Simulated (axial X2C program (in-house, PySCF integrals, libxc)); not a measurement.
**SiCl: from Re and ωe to a spectrum**

A bond curve at the PBE0 level, with spin–orbit coupling, was computed with an axial X2C code built on PySCF integrals (basis Cl dyall-v3z [8s7p2d1f], Si dyall-v3z [8s7p2d1f] (cores contracted in-house)) for the state Ω = 1/2 (⟨Sz⟩ = -0.50, ⟨Lz⟩ = 1.00 at PBE0). Its fit gives Re = 2.0781 Å, ωe = 529.6 cm⁻¹, ωexe = 2.09 cm⁻¹ and αe = 1.514e-03 cm⁻¹; the masses are 34.9689 and 27.9769 u. Two-component means X2C with spin–orbit coupling and atomic mean-field Coulomb and Gaunt terms.

Find the reduced mass, Be and the force constant.

From the PBE0 values: μ = 15.5423 u. Be = 16.8576/(μ Re²) = 0.2512 cm⁻¹. k = 5.8918×10⁻⁷ μ ωe² = 2.57 mdyn/Å.

Estimate the centrifugal constant by the Kratzer relation.

D = 4Be³/ωe² = 2.26e-07 cm⁻¹.

A Morse curve ties αe to the other constants (Pekeris). How well does that hold?

αe(Morse) = 6Be²/ωe × (√(ωexe/Be) − 1) = 1.347e-03 cm⁻¹; the PBE0 curve gives 1.514e-03 cm⁻¹, a ratio of 0.89.

The dipole moment p changes by 6.26 D/Å at Re. What harmonic infrared intensity follows?

I = 42.256 × (dp/dR)²/μ = 110 km/mol.

Estimate De from a Morse curve and compare with the computed well depth of 4.341 eV to Cl + Si.

De(Morse) = ωe²/(4ωexe) = 4.160 eV against 4.341 eV computed, a ratio of 0.96. For De the Morse form works well here.

Occupations by symmetry block were frozen at the best pattern of an incomplete PBE0 search. Dissociation energies refer to the lowest single-determinant-based atoms at the same level and basis. Density functionals use the spin component along the axis (collinear). The 2c atoms are single determinants rather than J levels; their spin–orbit lowering is only partly caught, and De is too large by that part. This holds for PBE0. Without a current term, density functionals place determinants with orbital angular momentum somewhat too high.
